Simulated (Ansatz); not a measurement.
Task: a geometry optimisation of C2H2F2O, SMILES FC1(F)CO1, with Ansatz 0.2.0, Python API. Give the script and its output. Use: PBE, 6-31G* basis, multiplicity 1, D3BJ dispersion.

| atom | x (Å) | y (Å) | z (Å) |
| --- | --- | --- | --- |
| F | 0.2653 | -1.8504 | -0.1126 |
| C | 0.0084 | -0.5529 | 0.3955 |
| F | -0.8615 | -0.6640 | 1.4638 |
| C | 0.0610 | 0.6564 | -0.4745 |
| O | 1.0853 | 0.3739 | 0.4153 |
| H | -0.6922 | 1.4602 | -0.2103 |
| H | 0.1950 | 0.5087 | -1.5230 |

The script, `c2h2f2o_opt.py`:
```python
# -*- coding: utf-8 -*-
import ansatz as az
import numpy as np
import pandas as pd

geometry_ang = [
    ("F", [0.2653, -1.8504, -0.1126]),
    ("C", [0.0084, -0.5529, 0.3955]),
    ("F", [-0.8615, -0.664, 1.4638]),
    ("C", [0.061, 0.6564, -0.4745]),
    ("O", [1.0853, 0.3739, 0.4153]),
    ("H", [-0.6922, 1.4602, -0.2103]),
    ("H", [0.195, 0.5087, -1.523]),
]
c2h2f2o = az.Crystal.molecule()
for symbol, xyz in geometry_ang:
    c2h2f2o = c2h2f2o.atom(symbol, xyz)

model = (
    c2h2f2o.calculation()
    .basis(gaussian="6-31G*")
    .functional("PBE", dispersion="d3bj")
)
symbols = [site.symbol for site in c2h2f2o.cartesian_sites]
start = np.array([site.position_ang for site in c2h2f2o.cartesian_sites], dtype=float)
data = model.relax(force_tolerance=0.005).run(threads=1, backend="cpu").report
end = np.array(data["positions_ang"])

print(f"E = {data['free_energy_ev']:.6f} eV = {data['free_energy_ev'] / 27.211386246:.7f} Ha")
print("converged:", data["converged"], " doubts:", data["published_state_doubts"] or "none")

print("final positions (A) and the move of each atom")
for symbol, xyz, old in zip(symbols, end, start):
    print(f"{symbol:2s} {xyz[0]:10.5f} {xyz[1]:10.5f} {xyz[2]:10.5f}   {np.linalg.norm(xyz - old):7.4f}")

charges = data["charge_distribution"]
table = pd.DataFrame({"atom": symbols, "mulliken": charges["mulliken_charges_e"], "lowdin": charges["lowdin_charges_e"]})
print(table.round(3).to_string())
print("dipole (e A):", np.round(charges["dipole_moment_e_ang"], 4) + 0.0)
with open("c2h2f2o_opt.xyz", "w") as handle:
    handle.write(f"{len(symbols)}\nrelaxed C2H2F2O\n")
    handle.writelines(f"{s:2s} {x:11.6f} {y:11.6f} {z:11.6f}\n" for s, (x, y, z) in zip(symbols, end))
```

`python c2h2f2o_opt.py` gives:
```text
E = -9576.198683 eV = -351.9188106 Ha
converged: True  doubts: none
final positions (A) and the move of each atom
F     0.26533   -1.79041   -0.09547    0.0624
C     0.00026   -0.55119    0.37717    0.0201
F    -0.79419   -0.66747    1.46558    0.0674
C    -0.04624    0.61694   -0.49463    0.1160
O     1.05620    0.31809    0.46848    0.0824
H    -0.66156    1.48152   -0.21818    0.0382
H     0.24149    0.52442   -1.54876    0.0554
  atom  mulliken  lowdin
0    F    -0.223   0.059
1    C     0.670  -0.191
2    F    -0.223   0.059
3    C    -0.229  -0.150
4    O    -0.384  -0.054
5    H     0.195   0.138
6    H     0.195   0.138
dipole (e A): [-0.2041  0.2329 -0.306 ]
```

File `c2h2f2o_opt.xyz` afterwards:
```text
7
relaxed C2H2F2O
F     0.265331   -1.790412   -0.095474
C     0.000262   -0.551195    0.377174
F    -0.794187   -0.667468    1.465583
C    -0.046237    0.616943   -0.494625
O     1.056198    0.318091    0.468483
H    -0.661558    1.481525   -0.218178
H     0.241491    0.524416   -1.548764
```

What to keep in mind:
- Total energies depend on the basis set; only differences at equal settings carry meaning.
- The end point is the stationary point reached from this start; no frequency run checks that it is a minimum, and the basis set is modest.
- The Löwdin charges here are taken after orthogonalising the functions within each atom; they differ from plain Löwdin charges, and their signs can be unphysical.
- The whole script took 9.1 s on 1 thread of AMD EPYC 9R45 96-Core Processor (Zen 5), with other jobs on the host, peak memory 0.26 GiB.

(A comment or docstring line of the script was reworded after the run, the code is as it ran; lines on the test bed's own set-up are left out of the output.)
